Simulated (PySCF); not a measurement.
CH4O, SMILES CO. Atoms are numbered in the order given.

```xyz
6

C     -0.0200     0.6641     0.0000
O      0.1223    -0.7474     0.0000
H     -0.5456     1.0252     0.8926
H      0.9863     1.0847     0.0000
H     -0.5456     1.0252    -0.8926
H     -0.7537    -1.1408     0.0000
```

Geometry optimised at ωB97X-D3(BJ)/def2-TZVP.

Calculation: PBE0/pcSseg-2 (PySCF).

GIAO shieldings, no solvent; atoms alike by connectivity are averaged. δ = σ(ref) − σ: ¹³C against TMS (σ = 186.1 ppm); ¹⁷O against H2O (σ = 327.8 ppm); ¹H against TMS (σ = 31.54 ppm), references at their B3LYP-D3(BJ)/def2-TZVP geometries, non-relativistic.

Computed chemical shifts:
```json
[
 {"nucleus": "¹³C", "atoms": "C1", "count": "1", "δ (ppm)": "55.8"},
 {"nucleus": "¹⁷O", "atoms": "O2", "count": "1", "δ (ppm)": "-0.2"},
 {"nucleus": "¹H", "atoms": "H3, H4, H5", "count": "3", "δ (ppm)": "3.60"},
 {"nucleus": "¹H", "atoms": "H6", "count": "1", "δ (ppm)": "-0.24"}
]
```
